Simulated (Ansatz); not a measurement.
Input for Ansatz (development build ahead of 0.2.0):

```yaml
crystal:
  periodic: [false, false, false]
  atoms:
    - { symbol: C, position_ang: [0.0, 0.0, -0.67829] }
    - { symbol: C, position_ang: [0.0, 0.0, 0.67829] }
basis:
  gaussian: { orbitals: def2-TZVP }
hamiltonian:
  xc: hf
correlation:
  method: mp2
  frozen_orbitals: { C: 1 }
```

The input is written out in the form of the current development build from the run's settings.

Output:

| Quantity | Value |
| --- | --- |
| Converged | yes |
| Reference energy | -75.45614 hartree |
| Correlation energy | -0.21693 hartree |
| Total energy | -75.67306 hartree |
| Spin squared of the determinant | 0.000 |

Caution: in another basis set an unrestricted determinant lies well below.
